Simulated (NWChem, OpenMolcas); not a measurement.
**NWChem → OpenMolcas**

NWChem 7.3.0 runs this on SiO (SMILES O=[Si]):

mymol.xyz:
```
2
OSi energy
O     -0.640700     0.231500    -0.324000
Si     0.640700    -0.231500     0.324000
```

mymol.nw:
```
START mymol
TITLE "OSi energy"
memory stack 880 mb heap 220 mb global 1100 mb
charge 0

GEOMETRY units angstrom noautosym nocenter noautoz
   load mymol.xyz
END

BASIS spherical bse
   * library def2-TZVPPD
END

SCF
   thresh 1e-08
   maxiter 80
   noprint "final vectors analysis"
END

CCSD
   freeze core 6
   maxiter 60
END

TASK ccsd(t)
```

```bash
$ nwchem mymol.nw > mymol.out
```

Geometry: relaxed at PBE0-D4/def2-TZVP.

It gives a total energy of -364.199001 Eh.

Question: How is this level of theory, on these atoms, set up in OpenMolcas 26.06 as an input file of the program's own?

Answer: This input was run:

mol.inp:
```
&GATEWAY
  BasLib=$CurrDir
  BasisSet
  O.def2-TZVPPD....
  O1 -0.640700 0.231500 -0.324000 angstrom
  End of Basis
  BasisSet
  Si.def2-TZVPPD....
  Si2 0.640700 -0.231500 0.324000 angstrom
  End of Basis

&SEWARD

&SCF
  Thresholds=1e-10 1e-07 1e-07 1e-05
  PrOrbitals=1 2

&RASSCF
  FileOrb=$Project.ScfOrb
  Spin=1
  Nactel=0 0 0
  Inactive=11
  Ras2=0
  OutOrbitals=Canonical
  OrbListing=Few

&MOTRA
  JobIph
  Frozen=6

&CCSDT
  CCT
  Triples=2
  Iterations=80
  Accuracy=1e-08
  Extrapolation=5 4
```

```bash
$ export MOLCAS_MEM=1860
$ pymolcas mol.inp > mol.log
```

(Basis files named in the input come from the Basis Set Exchange and aren't shown.)

Its energy is -364.199001 Eh, 0.000 mEh from the first.
